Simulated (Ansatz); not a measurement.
# C5H5N: the cost of one run

Program: Ansatz 0.2.0. Level of theory: the levels named in each step. These are calculated values, not measurements.

### Step 1. The structure to begin with

Bond lengths: C1–C2 1.328 Å, C2–C3 1.458 Å, C3–C4 1.339 Å, C3–C5 1.421 Å, C5–N6 1.146 Å, C1–H7 1.076 Å, C1–H8 1.078 Å, C2–H9 1.082 Å, C4–H10 1.077 Å, C4–H11 1.077 Å. Angles: C1–C2–C3 124.1°, C1–C2–H9 121.0°, C3–C2–H9 115.0°, C2–C1–H7 121.6°, C2–C1–H8 121.8°, H7–C1–H8 116.6°, C2–C3–C4 123.4°, C2–C3–C5 117.6°, C4–C3–C5 118.9°, C3–C4–H10 121.7°, C3–C4–H11 121.2°, H10–C4–H11 117.1°, C3–C5–N6 179.5°.

Structure file:

```xyz
11

C     1.9891   -0.4832    0.3432
C     1.2389    0.6014    0.1911
C    -0.1994    0.5732   -0.0471
C    -0.9449    1.6759   -0.1950
C    -0.8301   -0.6976   -0.1226
N    -1.3472   -1.7182   -0.1843
H     3.0490   -0.4153    0.5170
H     1.5694   -1.4751    0.2999
H     1.6749    1.5910    0.2372
H    -2.0058    1.6225   -0.3708
H    -0.5047    2.6575   -0.1430
```

### Step 2. A rough first relaxation, PBE-D4/def2-SVP

This run stands in another session on the same molecule. It ended at:

```xyz
11

C     2.0121   -0.4956    0.3464
C     1.2339    0.5959    0.1919
C    -0.2161    0.5730   -0.0488
C    -0.9599    1.7032   -0.1994
C    -0.8620   -0.7139   -0.1257
N    -1.3583   -1.7758   -0.1831
H     3.0933   -0.3993    0.5233
H     1.5915   -1.5131    0.3002
H     1.6776    1.6048    0.2425
H    -2.0433    1.6609   -0.3785
H    -0.4794    2.6919   -0.1432
```

### Step 3. Relaxation, HF/STO-3G

Input file input.yaml:

```yaml
crystal:
  periodic: [false, false, false]
  atoms:
    - { symbol: C, position_ang: [2.012059, -0.49560869, 0.34638012] }
    - { symbol: C, position_ang: [1.23386647, 0.59585279, 0.1919408] }
    - { symbol: C, position_ang: [-0.21612035, 0.57304243, -0.04884596] }
    - { symbol: C, position_ang: [-0.95990668, 1.70323495, -0.19941681] }
    - { symbol: C, position_ang: [-0.86196747, -0.71388995, -0.12572172] }
    - { symbol: "N", position_ang: [-1.3582889, -1.77575282, -0.1830727] }
    - { symbol: H, position_ang: [3.09332236, -0.39930878, 0.52332742] }
    - { symbol: H, position_ang: [1.59145025, -1.51310984, 0.30021156] }
    - { symbol: H, position_ang: [1.67758357, 1.60475786, 0.24246914] }
    - { symbol: H, position_ang: [-2.04327976, 1.66094093, -0.37849198] }
    - { symbol: H, position_ang: [-0.4794285, 2.69188111, -0.14316987] }
basis:
  gaussian: { orbitals: STO-3G }
hamiltonian:
  xc: hf
relax:
  f_tol: 0.002
  max_steps: 150
```

Command:

```bash
$ ansatz run input.yaml --threads 4 --pin off --max-ram 10240MiB --backend cpu --events-out ev --progress --plain --runs-dir out
```

What time and memory should one allow on 4 threads of Intel Xeon at 2.50GHz (Skylake/Cascade Lake), shared host?

About 6.9 s, with a peak of 0.1 GiB.
